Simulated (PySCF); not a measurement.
Molecule: CH2=CHCHFCH3 (SMILES C=C[C@H](C)F).

Molfile (atoms numbered from 1):
```
C4H7F
     RDKit          3D

 12 11  0  0  0  0  0  0  0  0999 V2000
    1.9313   -0.0044    0.4740 C   0  0  0  0  0  0  0  0  0  0  0  0
    0.8729   -0.3889   -0.2364 C   0  0  0  0  0  0  0  0  0  0  0  0
   -0.5311   -0.3992    0.2842 C   0  0  2  0  0  0  0  0  0  0  0  0
   -1.4626    0.4880   -0.5166 C   0  0  0  0  0  0  0  0  0  0  0  0
   -0.5520    0.0135    1.5994 F   0  0  0  0  0  0  0  0  0  0  0  0
    1.8154    0.3253    1.5095 H   0  0  0  0  0  0  0  0  0  0  0  0
    2.9364   -0.0110    0.0459 H   0  0  0  0  0  0  0  0  0  0  0  0
    0.9880   -0.7233   -1.2742 H   0  0  0  0  0  0  0  0  0  0  0  0
   -0.9095   -1.4402    0.2659 H   0  0  0  0  0  0  0  0  0  0  0  0
   -2.4794    0.4454   -0.1004 H   0  0  0  0  0  0  0  0  0  0  0  0
   -1.5018    0.1660   -1.5677 H   0  0  0  0  0  0  0  0  0  0  0  0
   -1.1077    1.5287   -0.4835 H   0  0  0  0  0  0  0  0  0  0  0  0
  1  2  2  0
  2  3  1  0
  3  4  1  0
  3  5  1  0
  1  6  1  0
  1  7  1  0
  2  8  1  0
  3  9  1  1
  4 10  1  0
  4 11  1  0
  4 12  1  0
M  END
```

Geometry PBE0-D3(BJ)/def2-SVP throughout; GIAO in PySCF 2.14, gas phase, one conformer, non-relativistic; equivalent atoms averaged; basis pcSseg-2.

For orientation, B97-D gives these absolute shieldings σ: C2 32.5, C1 63.5, C3 84.0, C4 155.1, F5 371.5, H8 25.27, H6 25.75, H9 26.11, H10/H11/H12 30.11 ppm.

A run gave: C2 23.1, C1 56.5, C3 77.3, C4 150.4, F5 364.6, H8 25.22, H6 25.73, H9 26.08, H10/H11/H12 30.09 ppm (absolute shieldings σ).

**Question.** Which functional was used in that run?
A. WP04
B. BP86
C. BHandHLYP
D. BLYP
E. OPBE

**Answer.** D. C1 tells them apart best: BLYP gives 56.5, WP04 gives 49.9, OPBE gives 68.1, BP86 gives 59.9, BHandHLYP gives 60.9 ppm.
